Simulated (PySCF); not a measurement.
## How methods differ on the ionisation energy of Ar

Ar [Ar] (1S) → Ar+ [Ne] 3s2 3p5 (2P), as a difference of total energies. Computed with PySCF 2.14 in 6-31G* (4s3p1d, 18 functions), with the non-relativistic Hamiltonian (point nucleus). Correlated levels: valence: [Ne] frozen. The calculations carry no spin-orbit coupling.

```
           method  ionisation energy (eV)
              UHF                  14.659
           M06-2X                  15.847
             PBE0                  15.750
    MP2 (valence)                  15.342
SCS-MP2 (valence)                  15.261
   CCSD (valence)                  15.215
CCSD(T) (valence)                  15.223
```

Errors of the correlated levels include the incompleteness of this basis and the frozen core.

Which method comes closest to the reference value, and which is furthest?

The reference is 15.819 eV (measured; NIST levels, between the centres of gravity of the two terms). Closest: M06-2X (error 0.028 eV); furthest: UHF (error -1.160 eV).
